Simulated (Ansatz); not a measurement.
# AlH₃O (quintet): the correlation ladder, cc-pVDZ

The task here is to estimate one member of a computed series from the others.

Method: cc-pVDZ, core rule «outside noble gas», up to 6 orbitals frozen; program: Ansatz 0.2.0, Gaussian basis.

To be run: UHF; CCSD(T) on ROHF; CCSD(T) on UHF; BCCD(T) on ROHF; CISD; CCSDT(Q) on ROHF; CCSDT(Q) on UHF.

30 further runs of the same task are left out: 11 for a known fault of the program, 7 that didn't finish, 12 set aside as unsound or not needed.

## What is computed

The geometry is a PBE0/def2-TZVP stationary point (not a proven minimum) of the parent state, kept for this charge and spin.

5 atoms, charge 0, spin multiplicity 5.

Atoms are counted from 1 here; the program's logs count them from 0.

Bond lengths: Al1–O2 1.705 Å, Al1–H3 1.840 Å, Al1–H4 1.840 Å, O2–H5 0.954 Å. Angles: O2–Al1–H3 78.2°, O2–Al1–H4 78.2°, H3–Al1–H4 156.4°, Al1–O2–H5 180.0°.

The first run:

Input file in.yaml:

```yaml
crystal:
  periodic: [false, false, false]
  atoms:
    - {symbol: Al, position_ang: [0.000000, 0.000000, 0.667829]}
    - {symbol: O, position_ang: [0.000000, 0.000000, -1.037569]}
    - {symbol: H, position_ang: [0.000000, 1.801583, 0.292106]}
    - {symbol: H, position_ang: [0.000000, -1.801583, 0.292106]}
    - {symbol: H, position_ang: [0.000000, 0.000000, -1.991619]}
basis:
  gaussian: {orbitals: cc-pVDZ}
magnetization: {spin_polarized: true, initial_magnetization: 4}
hamiltonian: {xc: hf}
output: {orbitals: {seedname: orbitals}}
```

Command:

```sh
ansatz run in.yaml --threads 1 --pin off --events-out ev --progress --plain --max-ram 2393MiB
```

Among the steps run: UHF; CCSD(T) on ROHF; CCSD(T) on UHF; BCCD(T) on ROHF; CISD; CCSDT(Q) on ROHF; CCSDT(Q) on UHF.

One of the session's tables, all rows but one given; the rest of the session is left out.

| method | from UCCSDT(Q) (kcal/mol) |
| --- | --- |
| ROHF | ? |
| UHF | +151.42 |
| RMP2 | +13.70 |
| UMP2 | +12.78 |
| CISD | +13.33 |
| RCCSD | +4.70 |
| UCCSD | +4.63 |
| RCCSD(T) | +1.04 |
| UCCSD(T) | +1.02 |
| BCCD(T) | +1.04 |
| RCCSDT | +0.46 |
| UCCSDT | +0.46 |
| RCCSDT(Q) | +0.10 |
| UCCSDT(Q) | 0 |

Q: Estimate the row for ROHF from the others.

As computed: from UCCSDT(Q) (kcal/mol): +153.13. In the column «from UCCSDT(Q) (kcal/mol)» it is the highest.

Caveats from the session: Restricted and unrestricted rows rest on different reference determinants; where their highest levels disagree by more than a few hundredths of an eV, they describe different states and don't form one ladder.
